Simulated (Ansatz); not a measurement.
A made-up structure of MgAlBH₄, closed shell:

```tsv
atom	x (Å)	y (Å)	z (Å)
B1	-2.3377	0.4833	-1.5810
Mg2	-0.2388	0.0487	-0.1621
Al3	2.2798	-0.4715	1.5417
H4	-2.7351	-0.3124	-2.5915
H5	-3.1612	1.5319	-1.3956
H6	3.3719	-1.8782	1.3098
H7	2.8211	0.5983	2.8788
```

It is relaxed with PBE-D4/def2-SVP and then PBE0-D4/def2-TZVP (Ansatz 0.2.0). Atoms count as bonded within 1.22 times the sum of their covalent radii (H–H: 0.88 Å). The end point is not checked to be a true minimum.

**Question.** Does its bonding change? (A judgement: the text doesn't fix the answer.)

**Answer.** By the calculation: No: no bond forms or breaks.

Where it ends: The first stage lowers the energy by 0.85 eV in 6 steps. It ends as MgAlBH₄ ([BH2][Mg][AlH2]):
| atom | x (Å) | y (Å) | z (Å) |
| --- | --- | --- | --- |
| B1 | -2.0870 | 0.4315 | -1.4114 |
| Mg2 | -0.2131 | 0.0438 | -0.1444 |
| Al3 | 2.0356 | -0.4209 | 1.3766 |
| H4 | -2.4411 | -0.2812 | -2.3153 |
| H5 | -2.8232 | 1.3698 | -1.2448 |
| H6 | 3.0102 | -1.6782 | 1.1684 |
| H7 | 2.5186 | 0.5352 | 2.5709 |

Labels in which every atom is bracketed show which atoms are joined, not bond orders.

For scale, one of the runs: PBE0-D4/def2-TZVP relaxation, 124 basis functions, launched by `ansatz run in.yaml --threads 2 --pin off --events-out ev --progress --plain --max-ram 4352MiB`. Hardware: 2 CPU threads of an AMD EPYC 9R45, shared host. Wall time about 3.7 s.
